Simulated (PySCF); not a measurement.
Species: methylamine, CH₅N.
SMILES with atom numbers: `[CH3:1][NH2:2]` (hydrogens: H3, H4, H5 on C1; H6, H7 on N2)

Linear response at PBE0/aug-cc-pVTZ (PySCF, frozen core in the response, non-relativistic). Isolated species at its PBE0-D3(BJ)/def2-TZVP geometry, gas phase.

Static isotropic polarisability: 25.94 au (3.84 Å³), principal values 24.2, 24.9, 28.6 au.

(1) What is the polarisability at 1064 nm and at the sodium D line?

(2) What is the isotropic C6 coefficient between two such molecules, C6 = (3/π)∫α(iω)² dω?

(3) Which effective excitation energy ω̄ makes London's formula C6 = (3/4)α²ω̄ exact here?

(4) How many electrons N does the Slater–Kirkwood formula C6 = (3/4)·√N·α^(3/2) need to give this C6?

(5) What n − 1 at the D line would an ideal gas of it have at 273.15 K and 1 atm (2.6868 × 10¹⁹ cm⁻³), by n − 1 = 2π·N·α′?

(6) What three-body coefficient follows from the one-pole estimate C9 = (3/4)·α·C6?

(7) What does −C6/R⁶ come to at R = 8 Å between centres?

(8) What molar refraction at the D line follows from R = (4π/3)·N_A·α′, with α′ the polarisability volume?

## Answers

(1) 26.14 au at 1064 nm (+0.8 %), 26.62 au at 589.3 nm (+2.6 %). The rise at 589.3 nm is 3.38 times that at 1064 nm; a pure ω² law gives 3.26. The lowest singlet lies at 225 nm, shorter than both wavelengths.

(2) 294.6 au (Eh·bohr⁶) by a ten-point quadrature over imaginary frequencies, which is 176 eV·Å⁶ or 17 J·nm⁶/mol.

(3) ω̄ = 4·C6/(3α²) = 0.584 Eh = 15.9 eV. A one-pole form α(ω) = α/(1 − ω²/ω̄²) fitted to the 1064 nm value gives 13.3 eV.

(4) N = (4·C6/3)²/α³ = 8.8; the species has 18 electrons in all.

(5) 6.66 × 10⁻⁴, a formal value whether or not that pressure can be reached.

(6) 5730 au. This is an estimate from the two numbers above, not a computed integral.

(7) -65 J/mol. This is the leading, orientation-averaged term; C8 and higher terms are left out.

(8) α′ = 3.94 Å³ gives R = 9.95 cm³/mol, for isolated, non-vibrating species.

Hardware: one thread, Arm Neoverse N1 (aarch64), shared host with 64 logical CPUs at a one-minute load of 58. Cost: 16 s, 0.65 GiB resident at most. This is the whole response run at PBE0/aug-cc-pVTZ, SCF included.
